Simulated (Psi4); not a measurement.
Worked example: ideal-gas entropy of CH3Cl (chloromethane)

A singlet with charge 0, relaxed at PBE0-D4/def2-TZVP (density fitting) (Psi4 1.11):

```xyz
5

C    -0.1027    0.0027    0.0765
Cl    1.4902   -0.2909   -0.6441
H    -0.2623   -0.7199    0.8733
H    -0.8602   -0.1134   -0.6950
H    -0.1229    1.0142    0.4753
```

Harmonic wavenumbers in cm⁻¹: 759, 1030, 1030, 1379, 1477, 1478, 3084, 3186, 3187.

Masses in u: C 12.011, Cl 35.45, H 1.008. Take T = 298.15 K, p = 1 bar, R = 8.3145 J/(mol K), kT/hc = 207.22 cm⁻¹, rigid rotor and harmonic oscillator.

Work out S° at 298 K.


1. Translation (Sackur–Tetrode): S = R[3/2 ln M + 5/2 ln T − 1.1517] with M = 50.485 gives 157.8 J/(mol K).
2. Rotation: principal moments 3.210, 37.747, 37.747 u Å² give A, B, C = 5.2511, 0.4466, 0.4466 cm⁻¹; the symmetry number is σ = 3; q = (√π/σ)√((kT/hc)³/ABC) = 1722; S = R(ln q + 3/2) = 74.4.
3. Vibration: with u = ν̃/207.22, each mode gives R[u/(eᵘ − 1) − ln(1 − e⁻ᵘ)]; the sum is 1.9, most from 759 cm⁻¹ (1.0), 1030 cm⁻¹ (0.3), 1030 cm⁻¹ (0.3).
4. Spin: R ln 1 = 0.0.
5. Sum: 157.8 + 74.4 + 1.9 + 0.0 = 234.1 J/(mol K).

The tabulated value is 234.6 J/(mol K) (CRC Handbook of Chemistry and Physics): the model is off by -0.5.
